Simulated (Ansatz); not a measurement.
# Cobalt, hcp under PBE: ground state and equation of state

What does PBE give for cobalt in the hcp structure? We relax it, solve it on a dense k-mesh, switch on spin-orbit coupling, then scale the cell to 7 volumes from 88 to 112 % of the relaxed one and try a fit of the equation of state. The start is antiferromagnetic (alternate layers). The k-meshes are 14×14×8 for the relaxation; 24×24×13 for the dense run; 14×14×8 for spin-orbit coupling; 24×24×13 for the volumes. It starts from a deposited cell (COD).

Program: Ansatz 0.2.0. Level of theory: DFT PBE, plane waves (420 eV) with PAW, scalar-relativistic. These are calculated values, not measurements.

### 1 The system as given

Symmetry: P6_3/mmc, No. 194, hexagonal system. Conventional cell: a = 2.507 Å, b = 2.507 Å, c = 4.069 Å, α = 90.00°, β = 90.00°, γ = 120.00°. Around Co (site symmetry -6m2) lie 12 Co at 2.50 to 2.51 Å.

As a file:

```cif
data_structure
_symmetry_space_group_name_H-M 'P6_3/mmc'
_symmetry_Int_Tables_number 194
_cell_length_a 2.5071
_cell_length_b 2.5071
_cell_length_c 4.0686
_cell_angle_alpha 90.000
_cell_angle_beta 90.000
_cell_angle_gamma 120.000
_cell_volume 22.15
loop_
_atom_site_label
_atom_site_type_symbol
_atom_site_symmetry_multiplicity
_atom_site_Wyckoff_symbol
_atom_site_fract_x
_atom_site_fract_y
_atom_site_fract_z
_atom_site_occupancy
Co1 Co 2 c 0.33333 0.66667 0.25000 1
```

The atoms start with moments of +1.7, -1.7 μB.

### 2 Relaxing cell and atoms

Contents of input.yaml:

```yaml
crystal:
  lattice:
    - [2.5070990085, 0.0, 0.0]
    - [-1.2535495042, 2.1712114311, 0.0]
    - [0.0, 0.0, 4.0686]
  atoms:
    - { symbol: Co, position: [0.3333333333, 0.6666666667, 0.25], spin: 1.7 }
    - { symbol: Co, position: [0.6666666667, 0.3333333333, 0.75], spin: -1.7 }
hamiltonian:
  xc: pbe
  pseudopotentials:
    kind: paw
    azcp:
      Co: "pseudopotentials/Co.paw.azcp"
basis:
  ecutwfc: 420
  fft_grid_basis: typed
kpoints:
  mp_grid: { grid: [14, 14, 8], shift: [0, 0, 0] }
magnetization:
  spin_polarized: true
scf:
  occupations: { method: fermi_dirac, width: 0.05 }
relax:
  max_steps: 60
  f_tol: 0.01
  cell: {}
```

The runs that follow: The energy on a finer k-mesh; With spin-orbit coupling; At 88 % of the relaxed volume; At 92 % of the relaxed volume; At 96 % of the relaxed volume; At 100 % of the relaxed volume; At 104 % of the relaxed volume; At 108 % of the relaxed volume; At 112 % of the relaxed volume.

Before running it: what results should come out? Wanted: space group; conventional cell; volume; shortest distance; gap on the mesh; magnetic state; magnetic state with spin-orbit coupling; V₀, B₀, B₀′.

The runs gave:

| quantity | value |
| --- | --- |
| space group (spins left aside) | P6_3/mmc (No. 194) |
| conventional cell | a = 2.494 Å, c = 4.028 Å (c/a = 1.615) |
| volume | 10.844 Å³/atom |
| shortest distance | 2.476 Å |
| against the deposited volume | -2.1 % (11.074 Å³/atom) |
| gap on the mesh | none (levels filled in part) |
| magnetic state | ferromagnetic, up to 1.69 μB per atom |
| magnetic state with spin-orbit coupling | ferromagnetic, up to 1.61 μB per atom |
| V₀, B₀, B₀′ | 10.858 Å³/atom, 214 GPa, 4.6 |

**Reading.** Against experiment, PBE misses the volume by -2.1 %. Part of the miss is zero-point motion and any thermal expansion in the deposited cell. The final state is ferromagnetic (largest moment 1.69 μB). That is not the order it started in. No gap shows: it is a metal or semimetal at this level. In the spin-orbit run the largest spin moment goes from 1.69 to 1.61 μB; mesh and site projection of the two kinds of run can differ, so the change can't be laid on spin-orbit coupling. Totals with and without spin-orbit coupling (-0.25 eV/atom apart) can't be read as binding, since the two-component data shift the zero of energy. The fitted modulus is 214 GPa; letting shape and positions relax at each volume could only lower it.
